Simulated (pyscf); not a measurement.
Thermochemistry of product channels of `[SiH3][O][SiH2][O][SiH3]` + `[F][C]([F])[F]` [doublet] on the doublet surface, in kcal/mol, from ωB97M-D3(BJ)/def2-TZVP energies (ideal gas, 1 atm, RRHO with modes under 100 cm⁻¹ raised to 100, one conformer, R ln 2 for rigid chiral ones). Optimised with ωB97X-D3(BJ)/def2-SVP in PySCF.

```csv
products,ΔE,ΔH(298 K),ΔG(298 K),ΔG(600 K)
`[F][C]([F])([F])[SiH]([O][SiH3])[O][SiH3]` + `[H]` [doublet],+5.6,+3.0,+8.7,…
`[F][SiH]([O][SiH3])[O][SiH3]` + `[F][CH][F]` [doublet],…,-47.3,-47.6,-47.9
```

Task: Complete the blanks.

Result: 
- `[F][C]([F])([F])[SiH]([O][SiH3])[O][SiH3]` + `[H]` [doublet], ΔG(600 K): +13.8
- `[F][SiH]([O][SiH3])[O][SiH3]` + `[F][CH][F]` [doublet], ΔE: -48.7

These are energies of the channels, which say nothing of barriers.
